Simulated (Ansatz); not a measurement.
in.yaml

```yaml
crystal:
  periodic: [false, false, false]
  atoms:
    - {symbol: Ge, position_ang: [0.000003, -0.311368, 2.468469]}
    - {symbol: B, position_ang: [-0.000013, -0.288606, 0.510326]}
    - {symbol: P, position_ang: [0.000004, -0.407523, -1.397882]}
    - {symbol: H, position_ang: [0.000006, 1.007498, -1.580913]}
basis:
  gaussian: {orbitals: "6-31G*"}
magnetization: {spin_polarized: false, initial_magnetization: 1}
correlation: {method: ccsd_t, electrons: outside_noble_gas}
```

```sh
$ ansatz run in.yaml --threads 1 --pin off --events-out ev --progress --plain --max-ram 2393MiB
```

Task: Roughly how long does this take on 1 thread of Arm Neoverse V2, shared host, and how much host memory?

Result: 27 s wall and 0.2 GiB.

```
648 factors; integrals over basis functions are off by at most 9.7e-4 eV
mean field evaluation 1: about -66420.2460 eV, gradient 1.6e1 eV
mean field evaluation 2: about -66420.2704 eV, gradient 1.6e1 eV
mean field evaluation 4: about -66421.8890 eV, gradient 3.2e0 eV
mean field evaluation 8: about -66421.9686 eV, gradient 3.1e-1 eV
mean field evaluation 16: about -66421.3771 eV, gradient 1.1e1 eV
mean field evaluation 32: about -66421.6210 eV, gradient 2.2e0 eV
mean field evaluation 64: about -66421.9312 eV, gradient 9.6e-1 eV
mean field evaluation 96: about -66421.3696 eV, gradient 6.1e-1 eV
mean field evaluation 128: about -66416.9874 eV, gradient 1.5e-1 eV
mean field evaluation 160: about -66417.3475 eV, gradient 2.8e0 eV
...
mean field evaluation 800: about -66416.4752 eV, gradient 1.6e1 eV
mean field evaluation 832: about -66418.4146 eV, gradient 1.2e-3 eV
mean field -66421.97065857 eV, -2440.9623992738 hartree, gradient 2.1e-6 eV, S^2 0.750000; 12 other end points of the search recorded, 0 dependent functions left out
mean field evaluation 864: about -66422.6178 eV, gradient 1.6e-4 eV
mean field evaluation 896: about -66422.5977 eV, gradient 4.7e-1 eV
mean field evaluation 928: about -66422.0009 eV, gradient 4.4e-1 eV
mean field evaluation 960: about -66422.5792 eV, gradient 1.3e0 eV
mean field evaluation 992: about -66422.6170 eV, gradient 1.8e-1 eV
mean field evaluation 1024: about -66421.8140 eV, gradient 3.8e-1 eV
mean field evaluation 1056: about -66422.3543 eV, gradient 6.4e-1 eV
determinant -66421.97065857 eV, -2440.9623992738 hartree, with singles and doubles -66429.59318331 eV, -2441.2425218912 hartree
determinant -66421.31418676 eV, -2440.9382743797 hartree, with singles and doubles -66428.86471185 eV, -2441.2157510587 hartree
determinant -66421.24204186 eV, -2440.9356231035 hartree, with singles and doubles -66428.86856912 eV, -2441.2158928109 hartree
determinant -66421.00713938 eV, -2440.9269905966 hartree, with singles and doubles -66428.31025851 eV, -2441.1953752744 hartree
determinant -66419.61606780 eV, -2440.8758696591 hartree, with singles and doubles -66427.70338061 eV, -2441.1730729229 hartree
determinant -66418.93178726 eV, -2440.8507228130 hartree, with singles and doubles -66426.80331091 eV, -2441.1399959717 hartree
determinant -66421.91730470 eV, -2440.9604385550 hartree, with singles and doubles -66429.58487229 eV, -2441.2422164668 hartree
determinant -66421.91730470 eV, -2440.9604385550 hartree, with singles and doubles -66429.58775636 eV, -2441.2423224546 hartree
determinant -66421.97065857 eV, -2440.9623992738 hartree, with singles and doubles -66429.59607021 eV, -2441.2426279826 hartree
unrestricted determinant -66422.61784461 eV, -2440.9861829221 hartree, S^2 1.4945
20 core orbitals not correlated: weight in the atoms' cores, before any rotation towards them, 1.000 or more for the frozen orbitals, at most 0.000 for the correlated occupied ones
reference -66421.97065857 eV, -2440.9623992738 hartree; 7, 6 occupied and 44, 45 virtual orbitals, 648 factors
second order -6.47899046 eV of doubles, -0.04100590 eV of singles
cycle   1  -7.62541305 eV  change   -1.4e-6 eV  update   4.3e-6
perturbative correction -0.44707463 eV, -0.0164296898 hartree
Total energy: -66430.04314626 eV, -2441.2590577245 hartree
```
